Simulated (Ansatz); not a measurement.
# SiH₅ (doublet): from Hartree-Fock to the top rungs at distance H1–H2 along a hydrogen transfer = 1.171 Å, cc-pVTZ

One table from this session's results is given with a row withheld; the runs are named, their logs left out.

Computed with Ansatz 0.2.0, Gaussian basis. Level: cc-pVTZ, core rule «outside noble gas», up to 5 orbitals frozen.

Plan: UHF; CCSD(T) on ROHF; CCSD(T) on UHF; BCCD(T) on ROHF; CCSDT(Q) on ROHF; CCSDT(Q) on UHF; CASSCF and NEVPT2, 3 electrons in 3 orbitals; CASSCF and NEVPT2, 9 electrons in 9 orbitals.

### The system

The geometry derives from fragments relaxed apart (PBE0/def2-TZVP) and kept rigid, so it is no stationary point. A hydrogen atom is moved between rigid fragments.

6 atoms, charge 0, spin multiplicity 2.

Atoms are counted from 1 here; the program's logs count them from 0.

Bond lengths: H2–Si3 1.610 Å, Si3–H4 1.486 Å, Si3–H5 1.486 Å, Si3–H6 1.486 Å. Angles: H2–Si3–H4 107.6°, H2–Si3–H5 107.6°, H2–Si3–H6 107.6°, H4–Si3–H5 111.3°, H4–Si3–H6 111.3°, H5–Si3–H6 111.3°.

Geometry (Å):

```
H    -2.6885    0.0000    0.0000
H    -1.5175    0.0000    0.0000
Si    0.0925    0.0000    0.0000
H     0.5425   -1.4163    0.0000
H     0.5425    0.7081   -1.2265
H     0.5425    0.7081    1.2265
```

Set-up of the first run:

File in.yaml:

```yaml
crystal:
  periodic: [false, false, false]
  atoms:
    - {symbol: H, position_ang: [-2.688465, 0.000000, -0.000002]}
    - {symbol: H, position_ang: [-1.517465, 0.000000, -0.000001]}
    - {symbol: Si, position_ang: [0.092535, 0.000000, 0.000000]}
    - {symbol: H, position_ang: [0.542508, -1.416253, 0.000001]}
    - {symbol: H, position_ang: [0.542509, 0.708126, -1.226511]}
    - {symbol: H, position_ang: [0.542508, 0.708127, 1.226511]}
basis:
  gaussian: {orbitals: cc-pVTZ}
magnetization: {spin_polarized: true, initial_magnetization: 1}
hamiltonian: {xc: hf}
output: {orbitals: {seedname: orbitals}}
```

The run is started by

```bash
ansatz run in.yaml --threads 1 --pin off --events-out ev --progress --plain --max-ram 4096MiB --backend cpu
```

Steps of the session up to this table: UHF; CCSD(T) on ROHF; CCSD(T) on UHF; BCCD(T) on ROHF; CCSDT(Q) on ROHF; CCSDT(Q) on UHF; CASSCF and NEVPT2, 3 electrons in 3 orbitals; CASSCF and NEVPT2, 9 electrons in 9 orbitals.

One table of the session follows, with a row left open; its other results are not shown here.

```
        method  from UCCSDT(Q) (kJ/mol)
          ROHF                   +515.0
           UHF                   +501.3
          RMP2                   +103.9
          UMP2                        ?
         RCCSD                    +15.2
         UCCSD                    +14.8
      RCCSD(T)                     +2.8
      UCCSD(T)                     +2.8
       BCCD(T)                     +2.7
        RCCSDT                     +0.4
        UCCSDT                     +0.4
     RCCSDT(Q)                      0.0
     UCCSDT(Q)                        0
   CASSCF pair                   +464.9
   NEVPT2 pair                   +102.0
CASSCF valence                   +350.7
NEVPT2 valence                   +107.4
```

Q: Estimate the row for UMP2 from the others.

**Answer.** from UCCSDT(Q) (kJ/mol): +102.9. In the column «from UCCSDT(Q) (kJ/mol)» it lies between NEVPT2 pair (+102.0) and RMP2 (+103.9).

Limits of these values: Restricted and unrestricted rows rest on different reference determinants; where their highest levels disagree by more than a few hundredths of an eV, they describe different states and don't form one ladder.
